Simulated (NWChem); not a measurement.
System: Na cation

Program: NWChem. Static field.

Task: Predict the results for CAM-B3LYP/def2-TZVP. Quantities: isotropic polarisability (bohr³); anisotropy (bohr³).

Result: 
```json
{
 "isotropic polarisability (bohr³)": "1.0",
 "anisotropy (bohr³)": "0.0"
}
```
